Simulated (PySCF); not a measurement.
Molecule: `Clc1cn[n-]c1`, [C3H2ClN2]-.

Numbering as in the mapped SMILES `[Cl:1][c:2]1[cH:3][n:4][n-:5][cH:6]1`. Hydrogens are named by the atom that carries them.

Geometry PBE0-D3(BJ)/def2-SVP throughout; GIAO in PySCF 2.14, gas phase, one conformer, non-relativistic; equivalent atoms averaged; basis pcSseg-2.

Q: How do the shifts δ (against HCl, TMS, NH3 at the same level) depend on the functional? (ppm; last column core-seconds on shared hosts with different chips, so compare them loosely; the GGAs took longer than the global hybrids here, which isn't the general rule, and the cause wasn't traced)

A: 
```tsv
functional	kind	Cl1	C3/C6	C2	N4/N5	H(C3)/H(C6)	core-s
HF	Hartree–Fock	6.6	144.0	107.8	394.1	7.44	13
LDA	LDA	93.5	140.5	115.9	381.7	7.07	28
PBE	GGA	78.7	135.8	110.7	368.3	7.04	39
BLYP	GGA	74.3	136.6	112.3	373.8	7.01	37
BP86	GGA	75.4	135.6	110.8	365.8	7.03	37
OPBE	GGA	75.6	130.9	105.5	350.3	7.06	36
KT2	GGA	66.8	127.8	103.1	349.6	7.01	49
KT3	GGA	64.7	127.0	102.3	346.2	6.99	36
B97-D	GGA	67.5	132.4	108.8	357.4	7.01	50
B3LYP	global hybrid	61.7	139.8	113.1	379.9	7.11	34
PBE0	global hybrid	61.8	139.4	111.4	375.2	7.17	36
mPW1PW91	global hybrid	60.1	139.8	111.8	375.6	7.15	36
WP04	global hybrid	56.2	141.3	115.1	371.9	6.92	28
B97-2	global hybrid	58.2	136.7	109.7	366.4	7.12	27
BHandHLYP	global hybrid	41.7	142.9	112.6	388.1	7.25	26
CAM-B3LYP	range-separated hybrid	56.4	143.4	115.0	383.6	7.16	35
wB97X-D	range-separated hybrid	53.6	141.8	113.6	375.9	7.18	35
LC-wPBE	range-separated hybrid	52.2	146.4	115.4	375.1	7.17	44
```

Q: Which nucleus moves most, in ppm?

A: Cl1 (chlorine bonded to C): from 6.6 ppm with HF to 93.5 ppm with LDA. The smallest spread is 0.52 ppm, at H(C3)/H(C6). Proton shifts span only some 12 ppm, so a few tenths of a ppm matter as much there as several ppm in carbon.
